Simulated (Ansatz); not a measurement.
The first iterations of a band of H4Si + H4Si (10 atoms, charge 0, multiplicity 1).

Theory: RHF/def2-SVP (Ansatz 0.2.0).

```
movable images  : 5
climbing image  : yes
spring          : 5.0 eV/Å²
optimiser       : quadratic models (default)
start path      : through a guess of the saddle point
force threshold : 0.05 eV/Å
iteration limit : 60
end points      : relaxed
```

Image 0:

```xyz
10
Properties=species:S:1:pos:R:3
Si 1.132 -0.021 -0.388
H 1.719 0.104 0.966
H 2.201 0.106 -1.405
H 0.128 1.049 -0.593
H 0.477 -1.343 -0.524
Si -3.511 0.021 1.566
H -3.699 -0.802 0.349
H -4.450 -0.432 2.618
H -3.777 1.443 1.247
H -2.119 -0.125 2.051
```

Image 6:

```xyz
10
Properties=species:S:1:pos:R:3
Si -0.629 -0.427 -0.723
H 0.916 1.241 3.273
H 0.519 -0.637 0.194
H -0.408 0.826 -1.489
H -0.697 -1.564 -1.675
Si -2.650 -0.287 0.506
H -3.800 -0.104 -0.415
H -2.858 -1.530 1.291
H -2.595 0.866 1.439
H 0.305 1.615 3.485
```

| iteration | highest image above the first end (eV) | largest band force component (eV/Å) |
| --- | --- | --- |
| 1 | 6.978 | 6.539 |
| 2 | 5.880 | 2.205 |
| 3 | 4.848 | 2.092 |
| 4 | 4.083 | 2.112 |
| 5 | 3.449 | 1.362 |
| 6 | 2.999 | 2.853 |
| 7 | 2.553 | 0.600 |
| 8 | 1.887 | 0.576 |
| 9 | 1.726 | 1.571 |
| 10 | 1.526 | 0.997 |
| 11 | 1.680 | 1.389 |
| 12 | 2.265 | 2.214 |
| 13 | 3.648 | 13.879 |
| 14 | 3.431 | 12.727 |
| 15 | 3.360 | 9.388 |
| 16 | 3.245 | 7.813 |
| 17 | 2.628 | 11.289 |
| 18 | 2.439 | 7.726 |

Problem. Does the band converge within its limit, and where does its top end?

Solution. The run converged. It ended after 56 iterations with the highest image 4.699 eV above the first end. Neighbouring images differ by up to 4.7 eV, so the band resolves the path poorly. A vibrational analysis at the climbing image gives one clearly imaginary mode, 1454i cm⁻¹: a first-order saddle point. The orbitals stay closed-shell, which can raise the energy where a bond breaks towards radicals; this wasn't checked here.

Run time: 3.4 min on 1 thread of Intel(R) Xeon(R) Platinum 8488C (Sapphire Rapids), on a shared host, peak memory 0.18 GiB.
